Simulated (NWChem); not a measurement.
Species: F anion

Program: NWChem. Pople sets run with spherical d functions. Sets without diffuse functions describe the anion's extra electron poorly. Static field.

Task: Order these by “isotropic polarisability (bohr³)”, lowest first: CAM-B3LYP/aug-cc-pVTZ; CAM-B3LYP/def2-TZVPD; CAM-B3LYP/def2-TZVP; CAM-B3LYP/aug-cc-pVDZ; CAM-B3LYP/d-aug-cc-pVDZ.

Result: CAM-B3LYP/def2-TZVP (2.7), CAM-B3LYP/aug-cc-pVDZ (6.7), CAM-B3LYP/aug-cc-pVTZ (8.7), CAM-B3LYP/def2-TZVPD (10.8), CAM-B3LYP/d-aug-cc-pVDZ (15.4)
